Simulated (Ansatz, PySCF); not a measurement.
Noncovalent pair: C2H2 (SMILES C#C) (first 4 atoms) with C2H2 (SMILES C#C); geometry from S66by8 set.
(charge 0, multiplicity 1):
| atom | x (Å) | y (Å) | z (Å) |
|---|---|---|---|
| C | -0.5991 | -0.0744 | -2.1927 |
| H | -1.6611 | -0.0743 | -2.1986 |
| C | 0.6127 | -0.0745 | -2.1895 |
| H | 1.6747 | -0.0746 | -2.1897 |
| C | -0.0048 | 0.0553 | 1.5857 |
| H | -0.0014 | 0.0215 | 0.5224 |
| C | -0.0088 | 0.0936 | 2.7972 |
| H | -0.0120 | 0.1269 | 3.8581 |

Counterpoise-corrected where a basis set is named; no monomer relaxation. Rows marked so take none.

Rows in 3-21G, 6-31G* carry no dispersion term and start afresh at each structure (6-31G* with six Cartesian d functions).

Codes used: Ansatz (a quantum-chemistry and plane-wave program); PySCF for 3-21G rows, 6-31G* rows, the dispersion terms. Values without a source in brackets are computed.

Q: Predict the interaction energy from B3LYP/6-31G*.

A: -46 meV

Q: What is the computed interaction energy (HF/3-21G (no counterpoise))?

A: -72 meV

Q: What is the computed interaction energy (r2SCAN-D4/def2-TZVPPD)?

A: -64 meV
